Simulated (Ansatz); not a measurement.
in.yaml

```yaml
crystal:
  periodic: [false, false, false]
  atoms:
    - {symbol: C, position_ang: [0.000000, 0.000000, 1.134195]}
    - {symbol: Si, position_ang: [0.000000, 0.000000, -0.550583]}
    - {symbol: Si, position_ang: [0.000000, 0.000000, -2.792583]}
    - {symbol: H, position_ang: [0.000000, 0.000000, 2.208970]}
basis:
  gaussian: {orbitals: cc-pVDZ}
magnetization: {spin_polarized: true, initial_magnetization: 1}
correlation: {method: ccsdt_q, electrons: outside_noble_gas}
```

```sh
$ ansatz run in.yaml --threads 1 --pin off --events-out ev --progress --plain --max-ram 2393MiB
```

Output:

```
996 factors; integrals over basis functions are off by at most 1.6e-7 eV
mean field evaluation 1: about -16759.4804 eV, gradient 2.6e1 eV
mean field evaluation 2: about -16759.4841 eV, gradient 2.6e1 eV
mean field evaluation 4: about -16764.6746 eV, gradient 3.8e0 eV
mean field evaluation 8: about -16765.2304 eV, gradient 1.2e0 eV
mean field evaluation 16: about -16766.1051 eV, gradient 1.2e-4 eV
mean field evaluation 32: about -16766.1051 eV, gradient 4.4e-6 eV
mean field evaluation 64: about -16765.2567 eV, gradient 6.1e-2 eV
mean field evaluation 96: about -16765.7426 eV, gradient 3.7e-6 eV
mean field evaluation 128: about -16765.7414 eV, gradient 1.1e-1 eV
mean field evaluation 160: about -16766.1021 eV, gradient 1.6e-1 eV
...
cycle  26  -8.96610471 eV  change    2.1e-6 eV  update   1.6e-5
cycle  27  -8.96610381 eV  change    9.0e-7 eV  update   1.1e-5
cycle  28  -8.96610493 eV  change   -1.1e-6 eV  update   7.9e-6
cycle  29  -8.96610469 eV  change    2.4e-7 eV  update   5.6e-6
cycle  30  -8.96610479 eV  change   -1.0e-7 eV  update   4.1e-6
cycle  31  -8.96610638 eV  change   -1.6e-6 eV  update   2.9e-6
cycle  32  -8.96610729 eV  change   -9.1e-7 eV  update   2.3e-6
cycle  33  -8.96610744 eV  change   -1.4e-7 eV  update   1.6e-6
cycle  34  -8.96610621 eV  change    1.2e-6 eV  update   1.2e-6
cycle  35  -8.96610509 eV  change    1.1e-6 eV  update   8.2e-7
perturbative correction -0.13987958 eV, -0.0051404799 hartree
Total energy: -16774.84859888 eV, -616.4643156079 hartree
```

Ran on 1 thread of Arm Neoverse V2, shared host: 1.9 min wall, 0.91 GiB peak host memory.
